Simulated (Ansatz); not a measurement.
The pair A = H2O (SMILES O) (first 3 atoms), B = H2O (SMILES O); geometry from S22 set.
(charge 0, multiplicity 1):
```xyz
6

O     -1.55101    -0.11452     0.00000
H     -1.93426     0.76250     0.00000
H     -0.59968     0.04071     0.00000
O      1.35062     0.11147     0.00000
H      1.68040    -0.37374    -0.75856
H      1.68040    -0.37374     0.75856
```

Cores are frozen in the correlated methods.

The values were computed with Ansatz (Gaussian orbitals). Each number belongs to the level named beside it.

Total energies (hartree), monomers frozen at their geometry in the pair:

| structure | HF/aug-cc-pVDZ | PBE/def2-TZVPPD | CCSD(T)/aug-cc-pVDZ |
|---|---|---|---|
| AB | -152.0885991 | -152.7748391 | -152.5559704 |
| A in the pair's basis | -76.0412701 | -76.3835153 | -76.2742507 |
| B in the pair's basis | -76.0416423 | -76.3834866 | -76.2748168 |
| A | -76.0411909 | -76.3834889 | -76.2738128 |
| B | -76.0413267 | -76.3834580 | -76.2737946 |

Q: Work out the interaction energy without and with the counterpoise correction, and the superposition error, for each level.

A: 
E(AB) − E(A) − E(B), times 627.509 kcal/mol, with the monomers in their own basis and then in the pair's basis:
- HF/aug-cc-pVDZ: -3.82 uncorrected, -3.57 corrected; the monomers gain 0.25 kcal/mol from borrowed functions
- PBE/def2-TZVPPD: -4.95 uncorrected, -4.92 corrected; the monomers gain 0.03 kcal/mol from borrowed functions
- CCSD(T)/aug-cc-pVDZ: -5.25 uncorrected, -4.33 corrected; the monomers gain 0.92 kcal/mol from borrowed functions

Ansatz is an electronic-structure program.
